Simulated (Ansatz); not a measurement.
A displaced shape of singlet SO₂:

```xyz
3

S     0.0283    0.0138   -0.4101
O    -0.0170    1.2947    0.3556
O    -0.0058   -1.2997    0.3777
```

It was optimised with HF/def2-SVP in Ansatz (development build ahead of 0.2.0) to forces under 0.001 eV/Å, with restricted orbitals. Each step stands on the lowest determinant of that kind that the program's search found.

Problem. What shape does it relax to, and how does the optimisation go?

Solution.

```tsv
atom	x (Å)	y (Å)	z (Å)
S	0.0265	0.0006	-0.3736
O	-0.0160	1.2191	0.3420
O	-0.0050	-1.2108	0.3548
```

Bond lengths: S1–O2 1.414 Å, S1–O3 1.414 Å. Angles: O2–S1–O3 118.5°.

| step | E − E(start) (eV) | largest force (eV/Å) |
| --- | --- | --- |
| 1 | 0.0000 | 6.1419 |
| 2 | -0.5527 | 3.3952 |
| 3 | -0.6888 | 1.4781 |
| 4 | -0.7061 | 0.2260 |
| 5 | -0.7065 | 0.1282 |
| 6 | -0.7068 | 0.0339 |
| 7 | -0.7068 | 0.0050 |
| 8 | -0.7068 | 0.0001 |

The optimisation ended after 8 steps with its threshold met.
